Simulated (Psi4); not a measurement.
Process, species as SMILES: C#N (CH-N) → [C-]#[NH+] (C-NH)
B3LYP-D3(BJ)/def2-TZVP geometries, fixed; electronic energies without zero-point terms.
Largest species:
```xyz
3

C      0.0000     0.0000    -0.4969
N      0.0000     0.0000     0.6493
H      0.0000     0.0000    -1.5636
```

How fast the isomerisation energy converges with the basis for several methods (Psi4): deviation from each method's own reference, in kcal/mol. References: HF 10.03 kcal/mol, the value in aug-cc-pVQZ; MP2 17.50 kcal/mol, Hartree-Fock in aug-cc-pVQZ plus the correlation part extrapolated as X^-3 from aug-cc-pVTZ and aug-cc-pVQZ; PBE 14.82 kcal/mol, the value in aug-cc-pVQZ; wB97X-V 12.99 kcal/mol, the value in aug-cc-pVQZ. All functions are spherical. Density fitting with the program's default auxiliary sets. In correlated methods cores are frozen. Psi4's default fitting sets serve the pcseg sets less well. No added dispersion term, no relativity. Functionals ending in -V hold VV10 correlation. 

```
basis        functions     HF         MP2    PBE  wB97X-V
-----------  ---------  -----  ----------  -----  -------
3-21G               20  -1.13  (withheld)   1.95     0.68
def2-SV(P)          30   1.55  (withheld)   1.35     1.35
def2-SVPD           48  -0.53  (withheld)  -0.47    -0.45
6-311+G**           50   0.26  (withheld)   0.59     0.42
aug-pcseg-1         55   0.68  (withheld)   0.25     0.38
def2-TZVP           68   0.37  (withheld)   0.41     0.35
cc-pVTZ             74   0.19  (withheld)   0.37     0.27
def2-TZVPPD         91   0.04  (withheld)   0.01     0.02
aug-cc-pVTZ        115   0.08  (withheld)   0.03     0.04
def2-QZVPP         144   0.04  (withheld)   0.09     0.06
aug-cc-pVQZ        206   0.00  (withheld)   0.00     0.00
pcseg-4            263   0.00  (withheld)  -0.01    -0.02
```

Task: Some entries are withheld; supply them.

Result: 
- 3-21G, MP2: 3.94
- def2-SV(P), MP2: 1.79
- def2-SVPD, MP2: -0.23
- 6-311+G**, MP2: 0.70
- aug-pcseg-1, MP2: 0.55
- def2-TZVP, MP2: 0.65
- cc-pVTZ, MP2: 0.08
- def2-TZVPPD, MP2: 0.02
- aug-cc-pVTZ, MP2: -0.02
- def2-QZVPP, MP2: -0.03
- aug-cc-pVQZ, MP2: -0.04
- pcseg-4, MP2: 0.02

Mean absolute deviation over 6-311+G**, def2-TZVP, cc-pVTZ, def2-TZVPPD, aug-cc-pVTZ: HF 0.19, wB97X-V 0.22, PBE 0.28, MP2 0.29 kcal/mol.
